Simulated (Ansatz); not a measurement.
# SN radical: basis-set convergence

One table from this session's results is given with a row withheld; the runs are named, their logs left out.

Computed with Ansatz 0.2.0, Gaussian basis. Level: one geometry, several basis sets.

The runs, in order: PBE0-D4/def2-SVP; ωB97M-V/def2-SVP; PBE0-D4/def2-QZVPP; ωB97M-V/def2-QZVPP; CCSD(T)/cc-pV(D+d)Z; CCSD(T)/cc-pV(T+d)Z; CCSD(T)/cc-pV(Q+d)Z; the functionals' def2-TZVPP values are taken from earlier runs.

## Structure used throughout

All runs share one geometry, relaxed beforehand with PBE0-D4 in a triple-zeta def2 set.

SMILES `[N]=S`, 2 atoms, charge 0, spin multiplicity 2.

Atoms are counted from 1 here; the program's logs count them from 0.

Bond lengths: N1–S2 1.486 Å.

The first run:

Contents of in.yaml:

```yaml
crystal:
  periodic: [false, false, false]
  atoms:
    - {symbol: N, position_ang: [-0.000000, 0.000000, -0.011221]}
    - {symbol: S, position_ang: [0.000000, -0.000000, 1.474401]}
basis:
  gaussian: {orbitals: def2-SVP}
magnetization: {spin_polarized: true, initial_magnetization: 1}
hamiltonian: {xc: pbe0, dispersion: d4}
output: {orbitals: {seedname: orbitals}}
```

The run is started by

```console
ansatz run in.yaml --threads 2 --pin off --events-out ev --progress --plain --max-ram 32768MiB --backend cpu
```

Steps of the session up to this table: PBE0-D4 in def2-SVP; ωB97M-V in def2-SVP; PBE0-D4 in def2-QZVPP; ωB97M-V in def2-QZVPP.

One of the session's tables, all rows but one given; the rest of the session is left out.

It belongs to the step «Functionals by basis». 

```
functional       basis  HOMO (eV)  LUMO (eV)
   PBE0-D4    def2-SVP      -6.11      -3.38
   PBE0-D4  def2-TZVPP      -6.31      -3.58
   PBE0-D4  def2-QZVPP      -6.36      -3.64
   ωB97M-V    def2-SVP      -8.13      -0.90
   ωB97M-V  def2-TZVPP          ?          ?
   ωB97M-V  def2-QZVPP      -8.38      -1.29
```

Estimate the missing values for ωB97M-V, def2-TZVPP.

**Answer.** HOMO (eV): -8.33; LUMO (eV): -1.20. In the column «HOMO (eV)» it lies between ωB97M-V, def2-QZVPP (-8.38) and ωB97M-V, def2-SVP (-8.13).
